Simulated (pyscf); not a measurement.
A first-order saddle from PySCF, ωB97X-D3(BJ)/def2-SVP:

```xyz
6

N     -0.5241     0.9599    -0.2700
Al     0.6815     0.1454     0.5577
H      0.0311    -0.4080    -1.0369
H     -1.1502     1.7548    -0.2684
H      0.6135    -1.0508    -0.9264
H      1.7770    -0.3832     1.5563
```

Surface: singlet, charge 0. Lowest wavenumbers (cm⁻¹): 821i, 381, 544, 564, 578.

Name the species on either side of this saddle.

`[NH2][AlH2]` <-> `[NH]=[AlH]` + `[H][H]`, an elimination read from left to right: H–N, Al–H broken and H–H formed. At ωB97M-D3(BJ)/def2-TZVP it lies +74.8 kcal/mol from the left side and +5.4 kcal/mol from the right (each side as separated species at their lowest minima found). At the saddle there is also a short Al–H contact that neither side keeps. HN=AlH lies 44.5 kcal/mol over its isomer H₂N–Al [singlet] (electronic energy, ωB97M-D3(BJ)/def2-TZVP). One saddle was located; it need not be the lowest between these sides.
